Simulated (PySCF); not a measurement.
Compound: 2-chloroethanol, C₂H₅ClO.
Bonds: O1–C2, C2–C3, C3–Cl4. Hydrogens: H5 on O1; H6, H7 on C2; H8, H9 on C3.

Computed by this run: PBE0-D3(BJ)/def2-TZVP geometry optimisation, gas phase in PySCF; density fitting, grid level 2; the optimiser is geomeTRIC in internal coordinates, started from a GFN2-xTB structure with every atom displaced at random (about 0.01 Å).

Geometry at step 3:
```
atom  x, y, z in Å
O1     -1.5859   -0.1388    0.0456
C2     -0.2833   -0.6558    0.0619
C3      0.7549    0.3566   -0.3592
Cl4     0.8156    1.7120    0.8056
H5     -1.6412    0.5414    0.7279
H6     -0.2689   -1.4799   -0.6572
H7     -0.0120   -1.0601    1.0460
H8      1.7502   -0.0879   -0.3799
H9      0.5235    0.7866   -1.3297
```

Question: What forces act on the atoms?

Answer: 
| atom | Fx (eV/Å) | Fy (eV/Å) | Fz (eV/Å) |
| --- | --- | --- | --- |
| O1 | -0.047 | 0.043 | 0.162 |
| C2 | 0.016 | 0.060 | -0.031 |
| C3 | 0.079 | -0.072 | 0.096 |
| Cl4 | -0.014 | 0.006 | 0.002 |
| H5 | 0.035 | -0.052 | -0.136 |
| H6 | 0.024 | -0.009 | -0.007 |
| H7 | -0.039 | -0.020 | -0.008 |
| H8 | -0.002 | 0.004 | -0.008 |
| H9 | -0.053 | 0.041 | -0.070 |

The largest, 0.17 eV/Å, acts on O1; the rms over all components is 0.058 eV/Å. The forces sum to zero within rounding, as they must for an isolated molecule in no field.

Question: Give the force on O1 in Eh/bohr and in nN.

Answer: 0.174 eV/Å ÷ 51.422 = 0.00338 Eh/bohr, and 0.174 eV/Å × 1.602 = 0.28 nN.

Question: How far is this geometry from the end of the optimisation?

Answer: 0.005 eV above it, and 0.038 Å rms away after alignment. The bonds farthest from their final lengths, with half the difference of the two atoms' forces along the bond (positive lengthens):

```csv
bond,now (Å),final (Å),force along bond (eV/Å)
C3–H9,1.086,1.089,+0.11
O1–H5,0.965,0.963,-0.14
C3–Cl4,1.788,1.790,0.00
```

The cost below is that of the whole optimisation. Hardware: an AMD EPYC 9R45 with one thread, shared host with 96 logical CPUs at a one-minute load of 42. Cost: 30 s of wall time, 0.67 GiB resident at most.
